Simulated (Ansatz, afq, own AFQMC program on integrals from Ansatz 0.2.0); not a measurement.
# Ga2H2, triplet in cc-pVDZ, levels against CCSDT(Q)

```yaml
atoms:
  - { symbol: Ga, position_ang: [0.0000, 0.0000, -1.2142] }
  - { symbol: Ga, position_ang: [0.0000, 0.0000, 1.2681] }
  - { symbol: H, position_ang: [0.0000, 1.4216, -1.8666] }
  - { symbol: H, position_ang: [0.0000, -1.4216, -1.8666] }
```

Connectivity, by distances: GaH2–Ga.

Basis cc-pVDZ. Noble-gas cores (and the filled d shells of Ga–Kr and In–Xe) are frozen. Integrals, coupled cluster, full CI and functionals: Ansatz 0.2.0; the random walks run on the same integrals in our own AFQMC program. ph-AFQMC/CISD is guided by a CISD state made of CCSD amplitudes; releasing the constraint for a short imaginary time cuts its bias at the price of noise, slowly where states lie close. Free AFQMC starts from the CCSD state and is never constrained. Its projection time is finite, and what remains of the start isn't in its error. Error bars are statistical, one sigma. No spin–orbit coupling.

Determinant: UHF, the one that the program's search chose, which needn't be the lowest solution. The geometry is a point of a scan.

No full CI on the walks' own integrals is used here; CCSDT(Q) serves as the reference and is uncertain by about the last step of the cluster series.

Cautions: no relativity below Rb; no spin-orbit coupling; inner d shell frozen; lower spins were not checked.

- T1 diagnostic: 0.0225
- weight of the determinant in the CISD state: 0.888
- ⟨S²⟩ of the determinant: 2.017
- size of the correlated space: 8 electrons in 36 orbitals

| level | correlation energy (eV) |
| --- | --- |
| MP2 | -2.6446 |
| CCSD | -3.4917 |
| CCSD(T) | -3.5873 |

Task: Estimate where phaseless AFQMC with a CISD trial lies against CCSD(T) on the same integrals.

Result: 3.3 ± 0.7 kJ/mol below CCSD(T).

Reference: CCSDT(Q), correlation energy -3.623 eV. The released energy is read at 2.40 1/Eh (meV from the phaseless value at times in 1/Eh: -2 ± 9 at 0.24, -11 ± 8 at 0.51, -10 ± 8 at 0.99, -2 ± 7 at 1.62, 3 ± 8 at 2.40).

| level | E − E(reference) (kJ/mol) | share of correlation (%) |
| --- | --- | --- |
| CCSD(T) | 3.4 | 99.03 |
| CCSDT | 0.4 | 99.88 |
| ph-AFQMC/HF | 2.6 ± 2.9 | 99.25 |
| ph-AFQMC/CISD | 0.1 ± 0.7 | 99.96 |
| released AFQMC | 0.4 ± 0.8 | 99.87 |
| free AFQMC | -0.3 ± 0.8 | 100.09 |

Free projections are given only where their last times agree within the noise and don't stop above the reference; a slow remainder of the start can still hide under it. A walk keeps the symmetry of its determinant, which the program's search chose and which needn't be the lowest solution, so a lower state of the same spin and another symmetry isn't excluded. Released energies are given only where the last usable release times agree within the noise; a slower fall can still hide under it.
